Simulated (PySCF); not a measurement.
Mayer bond orders and bond lengths

Species: oxalyl dichloride, C₂Cl₂O₂.
SMILES with atom numbers: `[O:1]=[C:2]([Cl:3])[C:4](=[O:5])[Cl:6]`

Structure used (PBE0-D3(BJ)/def2-SVP), in Å, numbered top down from 1:
```xyz
6
C2Cl2O2 angstrom
O     -0.9499    1.3720   -0.4970
C     -0.7126    0.2731   -0.1379
Cl    -1.9243   -0.9467    0.1593
C      0.7132   -0.2723    0.1308
O      0.9513   -1.3707    0.4909
Cl     1.9254    0.9467   -0.1677
```

Bond orders from the PBE0/pcSseg-1 density (PySCF). One conformer (not necessarily the lowest) at the PBE0-D3(BJ)/def2-SVP geometry, without solvent, vibrations or thermal averaging.

Task: How far do the computed orders between heavy atoms stray from the drawn ones?

Result: The largest departure is 0.270, at C2–C4 (drawn single, 0.730). Drawn single, order below 0.88: C2–C4 (0.730).

Task: Set the Mayer orders of the bonds beside their lengths.

Result: 
```json
{"bond": "O1–C2", "drawn as": "double", "length (Å)": "1.180", "Mayer order": "2.102"}
{"bond": "C2–Cl3", "drawn as": "single", "length (Å)": "1.745", "Mayer order": "1.036"}
{"bond": "C2–C4", "drawn as": "single", "length (Å)": "1.550", "Mayer order": "0.730"}
{"bond": "C4–O5", "drawn as": "double", "length (Å)": "1.180", "Mayer order": "2.102"}
{"bond": "C4–Cl6", "drawn as": "single", "length (Å)": "1.745", "Mayer order": "1.036"}
```

Task: Sum the orders of all bonds at each heavy atom with more than one neighbour and set the sums beside the valence in the SMILES.

Result: C2 3.868 (drawn 4), C4 3.868 (drawn 4). Orders between atoms that aren't bonded are not in these sums.

The Mayer order sums products of elements of PS (density times overlap matrix) between the two atoms' basis functions, so it depends on the basis set.
